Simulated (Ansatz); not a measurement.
Input for Ansatz (development build ahead of 0.2.0):

```yaml
crystal:
  periodic: [false, false, false]
  atoms:
    - { symbol: Si, position_ang: [0.0, 0.0, 0.0] }
    - { symbol: H, position_ang: [1.54999, 0.0, 0.0] }
    - { symbol: H, position_ang: [-1.54999, 0.0, 0.0] }
basis:
  gaussian: { orbitals: "6-31G" }
hamiltonian:
  xc: hf
correlation:
  method: fci
  frozen_orbitals: { H: 0, Si: 5 }
```

The input is written out in the form of the current development build from the run's settings.

Output:

```
Converged    : yes
Total energy : -289.93043 hartree
State        : lowest singlet root, of any spatial symmetry
```
